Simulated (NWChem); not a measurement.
The numbers come from NWChem runs, not from measurements. System: Al (+1), charge 1, spin multiplicity 1. Level: B2PLYP/3-21G, 5 core orbitals frozen.

Input file:

```
start mol
memory heap 200 mb stack 900 mb global 1100 mb
charge 1
geometry units angstroms nocenter noautoz
  Al     0.000000     0.000000     0.000000
  symmetry group D2h
end
basis spherical
  * library 3-21g
end
dft
  xc hfexch 0.53 becke88 0.47 lyp 0.73 mp2 0.27
  dftmp2
  semidirect memsize 60000000 filesize 0
  iterations 100
end
mp2
  freeze core 5
end
task dft energy
```

Part of the output:

```
             Northwest Computational Chemistry Package (NWChem) 7.3.0
             --------------------------------------------------------

                                NWChem Input Module
                                -------------------

 Scaling coordinates for geometry "geometry" by  1.889725989
 (inverse scale =  0.529177249)

                             Geometry "geometry" -> ""
                             -------------------------

 Output coordinates in angstroms (scale by  1.889725989 to convert to a.u.)

  No.       Tag          Charge          X              Y              Z
 ---- ---------------- ---------- -------------- -------------- --------------
    1 Al                  13.0000     0.00000000     0.00000000     0.00000000

 Effective nuclear repulsion energy (a.u.)       0.0000000000

            Nuclear Dipole moment (a.u.)
            ----------------------------
        X                 Y               Z
 ---------------- ---------------- ----------------
     0.0000000000     0.0000000000     0.0000000000

      Symmetry information
      --------------------

 Group name             D2h
 Group number             26
 Group order               8
 No. of unique centers     1

      Symmetry unique atoms

     1


 Summary of "ao basis" -> "" (spherical)
 ------------------------------------------------------------------------------
       Tag                 Description            Shells   Functions and Types
 ---------------- ------------------------------  ------  ---------------------
 *                           3-21g                    on all atoms

  dft_input: which_mp2 not specified, using semidirect MP2 by default.

                                 NWChem DFT Module
                                 -----------------

 Summary of "ao basis" -> "ao basis" (spherical)
 ------------------------------------------------------------------------------
       Tag                 Description            Shells   Functions and Types
 ---------------- ------------------------------  ------  ---------------------
 Al                          3-21g                   7       13   4s3p

 Summary of "ao basis" -> "ao basis" (spherical)
 ------------------------------------------------------------------------------
       Tag                 Description            Shells   Functions and Types
 ---------------- ------------------------------  ------  ---------------------
 Al                          3-21g                   7       13   4s3p

      Symmetry analysis of basis
      --------------------------

        ag          4
        au          0
        b1g         0
        b1u         3
        b2g         0
        b2u         3
        b3g         0
        b3u         3

            General Information
            -------------------
          SCF calculation type: DFT
          Wavefunction type:  closed shell.
          No. of atoms     :     1
          No. of electrons :    12
           Alpha electrons :     6
            Beta electrons :     6
          Charge           :     1
          Spin multiplicity:     1
          Use of symmetry is: on ; symmetry adaption is: on
          Maximum number of iterations: 100
          AO basis - number of functions:    13
                     number of shells:     7
          Convergence on energy requested:  1.00D-06
          Convergence on density requested:  1.00D-05
          Convergence on gradient requested:  5.00D-04

              XC Information
              --------------
                     Hartree-Fock (Exact) Exchange  0.530
                    Becke 1988 Exchange Functional  0.470
              Lee-Yang-Parr Correlation Functional  0.730

             Grid Information
             ----------------
          Grid used for XC integration:  medium
          Radial quadrature: Mura-Knowles
          Angular quadrature: Lebedev.
          Tag              B.-S. Rad. Rad. Pts. Rad. Cut. Ang. Pts.
          ---              ---------- --------- --------- ---------
          Al                  1.25       88           6.0       590
          Grid pruning is: on
          Number of quadrature shells:    88
          Spatial weights used:  Erf1

          Convergence Information
          -----------------------
          Convergence aids based upon iterative change in
          total energy or number of iterations.
          Levelshifting, if invoked, occurs when the
          HOMO/LUMO gap drops below (HL_TOL):  1.00D-02
          DIIS, if invoked, will attempt to extrapolate
          using up to (NFOCK): 10 stored Fock matrices.

                    Damping( 0%)  Levelshifting(0.5)       DIIS
                  --------------- ------------------- ---------------
          dE  on:    start            ASAP                start
          dE off:    2 iters        100 iters           100 iters

      Screening Tolerance Information
      -------------------------------
          Density screening/tol_rho:  1.00D-10
          AO Gaussian exp screening on grid/accAOfunc:  14
          CD Gaussian exp screening on grid/accCDfunc:  20
          XC Gaussian exp screening on grid/accXCfunc:  20
          Schwarz screening/accCoul:  1.00D-08

      Superposition of Atomic Density Guess
      -------------------------------------

 Sum of atomic energies:        -240.55558991

 Renormalizing density from      13.00 to     12

      Non-variational initial energy
      ------------------------------

 Total energy =    -228.682093
 1-e energy   =    -309.499942
 2-e energy   =      80.817849
 HOMO         =      -0.811819
 LUMO         =      -0.352372

      Symmetry analysis of molecular orbitals - initial
      -------------------------------------------------

 !! scf_movecs_sym_adapt:    9 vectors were symmetry contaminated

  Symmetry fudging

 !! scf_movecs_sym_adapt:    9 vectors were symmetry contaminated

  Numbering of irreducible representations:

     1 ag          2 au          3 b1g         4 b1u         5 b2g
     6 b2u         7 b3g         8 b3u

  Orbital symmetries:

     1 ag          2 ag          3 b3u         4 b2u         5 b1u
     6 ag          7 b1u         8 b3u         9 b2u        10 ag
    11 b2u        12 b1u        13 b3u

------------------------------------------------------------
EAF file 0: "./mol.aoints.0" size=524288 bytes
------------------------------------------------------------
               write      read    awrite     aread      wait
               -----      ----    ------     -----      ----
     calls:        1         0         0         0         0
   data(b): 5.24e+05  0.00e+00  0.00e+00  0.00e+00
   time(s): 0.00e+00  0.00e+00  0.00e+00  0.00e+00  0.00e+00
rate(mb/s): 0.00e+00  0.00e+00
------------------------------------------------------------

 !! scf_movecs_sym_adapt:    9 vectors were symmetry contaminated

  Symmetry fudging

 !! scf_movecs_sym_adapt:    9 vectors were symmetry contaminated

   convergence    iter        energy       DeltaE   RMS-Dens  Diis-err    time
 ---------------- ----- ----------------- --------- --------- ---------  ------
 d= 0,ls=0.0,diis     1   -240.6471552993 -2.41D+02  4.37D-02  4.81D-01     0.0

 !! scf_movecs_sym_adapt:    9 vectors were symmetry contaminated

  Symmetry fudging

 !! scf_movecs_sym_adapt:    8 vectors were symmetry contaminated

 d= 0,ls=0.0,diis     2   -240.6881301897 -4.10D-02  2.26D-03  2.87D-03     0.1

 !! scf_movecs_sym_adapt:    8 vectors were symmetry contaminated

  Symmetry fudging

 !! scf_movecs_sym_adapt:    8 vectors were symmetry contaminated

 d= 0,ls=0.0,diis     3   -240.6883381842 -2.08D-04  1.60D-04  3.82D-07     0.1

 !! scf_movecs_sym_adapt:    9 vectors were symmetry contaminated

  Symmetry fudging

 !! scf_movecs_sym_adapt:    9 vectors were symmetry contaminated

 d= 0,ls=0.0,diis     4   -240.6883383367 -1.52D-07  2.91D-06  5.91D-09     0.1

         Total DFT energy =     -240.688338336654
      One electron energy =     -331.421952512836
           Coulomb energy =      108.944012855011
    Exchange-Corr. energy =      -18.210398678829
 Nuclear repulsion energy =        0.000000000000

 Numeric. integr. density =       12.000000006821

     Total iterative time =      0.0s

                  Occupations of the irreducible representations
                  ----------------------------------------------

                     irrep           alpha         beta
                     --------     --------     --------
                     ag                3.0          3.0
                     au                0.0          0.0
                     b1g               0.0          0.0
                     b1u               1.0          1.0
                     b2g               0.0          0.0
                     b2u               1.0          1.0
                     b3g               0.0          0.0
                     b3u               1.0          1.0

                       DFT Final Molecular Orbital Analysis
                       ------------------------------------

 Vector    4  Occ=2.000000D+00  E=-3.178174D+00  Symmetry=b3u
              MO Center=  2.8D-42, -1.6-115,  5.1-120, r^2= 1.3D-01
   Bfn.  Coefficient  Atom+Function         Bfn.  Coefficient  Atom+Function
  ----- ------------  ---------------      ----- ------------  ---------------
     3      0.977830  1 Al px                 7      0.089191  1 Al px
    11     -0.030911  1 Al px

 Vector    5  Occ=2.000000D+00  E=-3.178174D+00  Symmetry=b1u
              MO Center= -1.7-127, -2.1-122,  1.0D-45, r^2= 1.3D-01
   Bfn.  Coefficient  Atom+Function         Bfn.  Coefficient  Atom+Function
  ----- ------------  ---------------      ----- ------------  ---------------
     5      0.977830  1 Al pz                 9      0.089191  1 Al pz
    13     -0.030911  1 Al pz

 Vector    6  Occ=2.000000D+00  E=-6.048346D-01  Symmetry=ag
              MO Center= -2.7D-33,  1.2D-21, -3.5D-22, r^2= 1.9D+00
   Bfn.  Coefficient  Atom+Function         Bfn.  Coefficient  Atom+Function
  ----- ------------  ---------------      ----- ------------  ---------------
     6      0.638508  1 Al s                 10      0.440523  1 Al s
     2     -0.327113  1 Al s                  1      0.068400  1 Al s

 Vector    7  Occ=0.000000D+00  E=-2.613948D-01  Symmetry=b3u
              MO Center=  2.7D-33,  3.6D-87, -1.0D-87, r^2= 3.3D+00
   Bfn.  Coefficient  Atom+Function         Bfn.  Coefficient  Atom+Function
  ----- ------------  ---------------      ----- ------------  ---------------
    11      0.572375  1 Al px                 7      0.536958  1 Al px
     3     -0.213385  1 Al px

 Vector    8  Occ=0.000000D+00  E=-2.613948D-01  Symmetry=b2u
              MO Center=  2.0D-77, -1.3D-21, -2.3D-64, r^2= 3.3D+00
   Bfn.  Coefficient  Atom+Function         Bfn.  Coefficient  Atom+Function
  ----- ------------  ---------------      ----- ------------  ---------------
    12      0.572375  1 Al py                 8      0.536958  1 Al py
     4     -0.213385  1 Al py

 Vector    9  Occ=0.000000D+00  E=-2.613948D-01  Symmetry=b1u
              MO Center=  1.5D-78, -3.2D-66,  3.5D-22, r^2= 3.3D+00
   Bfn.  Coefficient  Atom+Function         Bfn.  Coefficient  Atom+Function
  ----- ------------  ---------------      ----- ------------  ---------------
    13      0.572375  1 Al pz                 9      0.536958  1 Al pz
     5     -0.213385  1 Al pz

                   NWChem MP2 Semi-direct Energy/Gradient Module
                   ---------------------------------------------

  Basis functions       =     13
  Molecular orbitals    =     13
  Frozen core           =      5
  Frozen virtuals       =      0
  Active alpha occupied =      1
  Active beta occupied  =      1
  Active alpha virtual  =      7
  Active beta virtual   =      7
  Use MO symmetry       = T
  Use skeleton AO sym   = T

  AO/Fock/Back tols     =   1.0D-09  1.0D-09  1.0D-09

 GA uses MA = F    GA memory limited = T

 Available:
  local mem=  4.43D+07
 global mem=  1.44D+08
 local disk=  0.00D+00
  mp2_memr nvloc                     7
  nvloc new                     7
   1 passes of   1:        2097152                        409                      2482.
   1 passes of   1: M     44325571           G      144178862           F      42228419.

 Semi-direct pass number   1 of   1  for RHF alpha+beta  at        0.1s
  vrange nnbf                    91
  mp2_eaftype                    10  avail_ma_in_mb                   386
 EAF : mp2_eaftype filesize          10       1241.
  mp2_eaf for mointskh                     10
Node 0 wrote      0.0 Mb in      0.0 s     Agg I/O rate:   308.0 Mb/s
 Done moints_semi at        0.1s
  mp2_eaftype                    10  avail_ma_in_mb                   386
 EAF : mp2_eaftype filesize          10       1241.
  mp2_eaf for kh                    10
 Done maket at        0.1s
 Done multipass loop at        0.1s

          -------------------------------------------
          DFT energy                    -240.688338336654
          Unscaled MP2 energy             -0.029013442594
          Total DFT+MP2 energy          -240.696171966154
          -------------------------------------------

 -----------------------
 Performance information
 -----------------------

 Timer overhead =  1.15D-07 seconds/call

               Nr. of calls         CPU time (s)                 Wall time (s)                GFlops
             ---------------    -------------------     ------------------------------   -------------------
Name         Min   Avg   Max    Min     Avg     Max     Min     Avg     Max   Mx/calls   Min     Max     Sum
mp2: moin     1     1     1   9.29E-3 9.29E-3 9.29E-3  9.29E-3 9.29E-3 9.29E-3 9.29E-3   0.0     0.0     0.0
mp2: make     1     1     1   6.85E-5 6.85E-5 6.85E-5  6.85E-5 6.85E-5 6.85E-5 6.85E-5   0.0     0.0     0.0
mp2: tota     1     1     1   1.44E-2 1.44E-2 1.44E-2  1.44E-2 1.44E-2 1.44E-2 1.44E-2   0.0     0.0     0.0

 The average no. of pstat calls per process was 3.00D+00
 with a timing overhead of 3.44D-07s

 Task  times  cpu:        0.1s     wall:        0.1s

 Total times  cpu:        0.1s     wall:        0.1s
```
